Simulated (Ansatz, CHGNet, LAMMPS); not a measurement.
# A-type hexagonal La₂O₃: properties by level of theory

Reference values: lattice constant a 3.934 Å (measured, 300 K, not corrected to a static lattice, our sources range from 3.934 to 3.940; as tabulated in Santana et al. (2016), arXiv:1608.06321); lattice parameter c 6.13 Å (measured, temperature not stated, no zero-point or thermal correction; as tabulated in Rustad et al. (2011), arXiv:1107.4261).

```
level (code)                                  lattice parameter a (Å)  lattice parameter c (Å)
--------------------------------------------  -----------------------  -----------------------
ionic model cherry1995 (shell model, LAMMPS)                    3.865                    6.187
CHGNet-r²SCAN                                                   3.930                      ___
r²SCAN (Ansatz)                                                 3.935                    6.126
HSE06 (Ansatz)                                                  3.919                    6.138
PBE0 (Ansatz)                                                   3.920                    6.137
```

### Question
Complete the blanks.

### Answer

- CHGNet-r²SCAN, lattice parameter c (Å): 6.112

Differences from the reference values (errors of the level alone only where the reference is corrected to a static lattice):

| level | lattice constant a (%) | lattice parameter c (%) |
|---|---|---|
| ionic model cherry1995 | -1.75 | +0.93 |
| CHGNet-r²SCAN | -0.10 | -0.29 |
| r²SCAN | +0.03 | -0.07 |
| HSE06 | -0.38 | +0.13 |
| PBE0 | -0.36 | +0.11 |

Nearest: lattice constant a, not ranked (reference at room or unstated temperature); lattice parameter c, not ranked (reference at room or unstated temperature).

Empirical potentials (ionic model cherry1995) are fitted to chosen data: where that held the value shown, agreement is built in, and what lay outside the fit can be far off. Machine-learned potentials (CHGNet-r²SCAN) are trained on DFT data: a solid inside that data is no test of them.

Ansatz's density-functional and Hartree–Fock values are scalar-relativistic unless marked +SOC, with PAW data made under PBE.

Differences are worked out from the printed values.

Ansatz is a first-principles code.
